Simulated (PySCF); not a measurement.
# Solver options tried on HF⁻

Aim: find out which solver settings change the answer for HF⁻.

Program: PySCF 2.14.0. Level of theory: each script names its method and basis. These are calculated values, not measurements.

5 further runs of the same task are left out: 5 that didn't finish.

## (1) The starting structure

HF⁻: 2 atoms, charge -1, spin multiplicity 2.

Bond lengths: H1–F2 1.087 Å.

## (2) Base script

input.py reads:

```python
from pyscf import gto, scf, mcscf

mol = gto.M(
    atom='H 0 0 0; F 0 0 1.087',
    basis='def2-tzvpp',
    charge=-1,
    spin=1,
    verbose=4,
)
mf = scf.ROHF(mol)
mf = mf.newton()
mf.kernel()
mc = mcscf.CASSCF(mf, 6, 5)
mc.kernel()
mc.analyze()
mf.dip_moment()
print('orbital energies (hartree):', mf.mo_energy[..., max(0, mol.nelec[1]-3):mol.nelec[0]+3].round(4))
```

Launch:

```
python input.py
```

The log of this run is left out.

In short: E(SCF) = -99.949546 Eh, 3 macro-iterations, E(CAS) − E(SCF) = -0.05867 Eh.

The bond length is a typed value, not an optimised one. The dipole of an ion depends on the origin.

## (3) Initial guess 1e

Variant 1 changes initial guess: minao → 1e.

input.py reads:

```python
from pyscf import gto, scf, mcscf

mol = gto.M(
    atom='H 0 0 0; F 0 0 1.087',
    basis='def2-tzvpp',
    charge=-1,
    spin=1,
    verbose=4,
)
mf = scf.ROHF(mol)
mf.init_guess = '1e'
mf = mf.newton()
mf.kernel()
mc = mcscf.CASSCF(mf, 6, 5)
mc.kernel()
mc.analyze()
mf.dip_moment()
print('orbital energies (hartree):', mf.mo_energy[..., max(0, mol.nelec[1]-3):mol.nelec[0]+3].round(4))
```

Launch:

```
python input.py
```

## (4) Convergence threshold 0.001 hartree

Variant 2 changes convergence threshold: default → 0.001 hartree.

input.py: that of step 2 with these lines changed.

```diff
@@ -10,2 +10,3 @@
 mf = scf.ROHF(mol)
+mf.conv_tol = 0.001
 mf = mf.newton()
```

**Question.** What will these runs give? Wanted: for each run, E(SCF); from base; after the SCF.

The runs gave:

```csv
run,E(SCF) (hartree),from base (eV),cycles,after the SCF
base,-99.949546,0,3 macro,CASSCF correlation -1.597 eV
initial guess 1e,-99.658396,+7.9226,5 macro,CASSCF correlation -9.519 eV
convergence threshold 0.001 hartree,-99.949540,not comparable,2 macro,CASSCF correlation -1.597 eV
```

Distance from each run's final energy (log10 hartree) by cycle:

```
             run  cycle 1  cycle 2  cycle 3  cycle 5  cycle 8  cycle 12
            base     -5.1    < -11    < -11     done     done      done
initial guess 1e      0.5     -0.1     -1.7    < -11     done      done
```

With initial guess 1e the SCF ends in another solution, 7.92 eV higher: the path to self-consistency decides the state here. Rows marked «poor choice» come from settings spoiled on purpose.
